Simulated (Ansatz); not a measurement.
Cost and result for the atomization energy of `C=CC(C)(F)S` (13 atoms, 12 bonds).

```xyz
13

C    -1.0011   -0.5274    1.6691
C    -0.5635    0.2803    0.7159
C     0.4788   -0.0878   -0.2888
C    -0.0059    0.0658   -1.7165
F     0.8471   -1.4087   -0.1076
S     1.9424    0.9784   -0.0850
H    -1.7588   -0.1985    2.3697
H    -0.6171   -1.5344    1.7757
H    -0.9498    1.2897    0.6137
H    -0.8277   -0.6319   -1.8843
H     0.8011   -0.1605   -2.4154
H    -0.3591    1.0814   -1.8962
H     2.0136    0.8536    1.2497
```

The species carries charge 0 and has multiplicity 1. The geometry is a stationary point of PBE0-D4/def2-TZVP. It is one conformer, not always the lowest. Program: Ansatz. All runs use 2 threads of an AMD EPYC 7R13 on a shared host and a share of an NVIDIA H100 80 GB. Times are those of one run each, without the atoms' runs, and a repeat can differ threefold. Electronic energies, without spin–orbit coupling; frozen cores. CCSD(T)/CBS adds CCSD(T) − MP2 in def2-TZVPP to the MP2 limit, and its time is that of the two runs behind it. T1 = 0.011. B3LYP takes the VWN-RPA correlation (the form of Gaussian; ORCA's B3LYP/G).

CCSD(T)/CBS is a level of theory with its own doubt, some kJ/mol a heavy atom from the limit and from the frozen cores, so smaller differences don't rank the functionals.

| level | functions | wall time | atomization (kcal/mol) | difference from CCSD(T)/CBS | per bond |
| --- | --- | --- | --- | --- | --- |
| PBE0-D4/def2-TZVPP | 295 | 1.6 s | 1235.5 | 10.6 | 0.9 |
| PBE-D4/def2-TZVPP (with forces) | 295 | 1.9 s | 1259.5 | 34.6 | 2.9 |
| r2SCAN-D4/def2-TZVPP (with forces) | 295 | 2.1 s | 1231.0 | 6.1 | 0.5 |
| ωB97X-V/def2-TZVPP | 295 | 2.1 s | 1227.9 | 3.0 | 0.2 |
| B2PLYP/def2-TZVPP | 295 | 2.2 s | 1211.9 | -13.0 | -1.1 |
| B3LYP-D4/def2-TZVPP (with forces) | 295 | 2.3 s | 1224.7 | -0.2 | 0.0 |
| ωB97M-V/def2-TZVPP (with forces) | 295 | 2.8 s | 1230.8 | 5.9 | 0.5 |
| MP2/def2-QZVPP | 565 | 3.1 s | 1234.4 | 9.5 | 0.8 |
| CCSD(T)/def2-TZVPP | 295 | 4.1 s | 1194.8 | -30.1 | -2.5 |
| CCSD(T)/CBS(def2) | – | 7.2 s | 1224.9 | 0.0 | 0.0 |

From PBE to PBE0 (25 % exact exchange), in def2-TZVPP and without D4, the atomization energy moves by −22.9 kcal/mol: exact exchange takes away binding that semilocal exchange gives to molecules. The D4 term adds +11.3 kcal/mol with B3LYP and +5.9 kcal/mol with PBE0; it sums over pairs of atoms, weighted by their polarisabilities, and B3LYP, whose exchange is more repulsive, gets the larger term. In def2-TZVPP, CCSD(T) changes the Hartree–Fock value by +301.0 kcal/mol (the triples alone add +20.1 kcal/mol) and MP2 by +323.0 kcal/mol; breaking electron pairs costs correlation energy, which Hartree–Fock lacks.
